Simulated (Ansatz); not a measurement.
`NCC1CO1` + H₂S → `SC1CO1` + CH₃NH₂  (substitution at a C–C bond)

Isolated molecules relaxed with PBE0-D4/def2-TZVP in Ansatz; ΔE leaves out vibrations. CCSD(T)/CBS adds triple-zeta CCSD(T) − MP2 to the extrapolated MP2 energy (def2 sets, frozen cores). This one scheme is used for every species. DFT in def2-TZVPP. B3LYP here is the variant with VWN-RPA as its local correlation; programs differ in this. One conformer a species, not always the lowest.

(1) Is it downhill or uphill in electronic energy at CCSD(T)/CBS, and by how much? (Best estimate.)

(2) What do these levels give: PBE-D4, B3LYP-D4, ωB97X-V, ωB97M-V, CCSD/def2-TZVPP, MP2/CBS(def2)? (Best estimate.)

Largest T1 diagnostic among the species: 0.012.

Answers

(1) Computed: Uphill: ΔE = +27.5 kJ/mol.

(2) Ansatz gave: PBE-D4 20.3, B3LYP-D4 23.3, ωB97X-V 26.9, ωB97M-V 27.1, CCSD/def2-TZVPP 31.7, MP2/CBS(def2) 25.0 kJ/mol.

From PBE to PBE0 (25 % exact exchange), in def2-TZVPP and without D4, ΔE moves by +4.5 kJ/mol.
